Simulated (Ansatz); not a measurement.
Two members of one family (Series SiH2X2), computed with Ansatz in the gas phase. The two geometries come from different levels. Binding counts from free atoms in the multiplicity of their measured ground term, without zero-point energy. The structures are stationary points that may keep the symmetry of their start.

First: Si(OH)2H2 (singlet, charge 0, PBE-D4/def2-TZVP geometry).

```xyz
7

Si   -0.1187    0.4154    0.0158
O     0.0620   -0.3614   -1.4410
H     0.9376   -0.7262   -1.6333
O    -0.7772   -0.5263    1.2097
H    -0.2135   -1.2133    1.5956
H    -1.1171    1.4927   -0.1937
H     1.2270    0.9191    0.4469
```

| level | HOMO (eV) | LUMO (eV) | gap (eV) | binding per atom (eV) |
| --- | --- | --- | --- | --- |
| PBE-D4/def2-SVP | -7.03 | 0.12 | 7.14 | 3.68 |
| PBE-D4/def2-TZVP | -7.34 | -0.56 | 6.79 | 3.74 |
| BLYP-D4/def2-TZVP | -7.27 | -0.57 | 6.71 | 3.71 |
| r2SCAN-D4/def2-TZVPD | -7.78 | -0.41 | 7.37 | 3.72 |
| ωB97M-V/def2-TZVP | -11.21 | 1.87 | 13.09 | 3.74 |

Second: Si(SH)2H2 (singlet, charge 0, r2SCAN-D4/def2-TZVP geometry).

```xyz
7

Si   -0.486   -0.318   -0.203
S     1.210    0.116   -1.427
H     2.092   -0.459   -0.591
S    -0.351    0.447    1.786
H    -0.167    1.721    1.396
H    -0.686   -1.771    0.004
H    -1.614    0.263   -0.964
```

Q: Estimate the same table for the second.

A: 
```json
{"level": "PBE-D4/def2-SVP", "HOMO (eV)": "-6.12", "LUMO (eV)": "-0.50", "gap (eV)": "5.62", "binding per atom (eV)": "3.00"}
{"level": "PBE-D4/def2-TZVP", "HOMO (eV)": "-6.28", "LUMO (eV)": "-1.06", "gap (eV)": "5.22", "binding per atom (eV)": "3.04"}
{"level": "BLYP-D4/def2-TZVP", "HOMO (eV)": "-6.10", "LUMO (eV)": "-0.95", "gap (eV)": "5.16", "binding per atom (eV)": "2.99"}
{"level": "r2SCAN-D4/def2-TZVPD", "HOMO (eV)": "-6.59", "LUMO (eV)": "-0.89", "gap (eV)": "5.70", "binding per atom (eV)": "3.05"}
{"level": "ωB97M-V/def2-TZVP", "HOMO (eV)": "-9.63", "LUMO (eV)": "1.84", "gap (eV)": "11.47", "binding per atom (eV)": "3.06"}
```
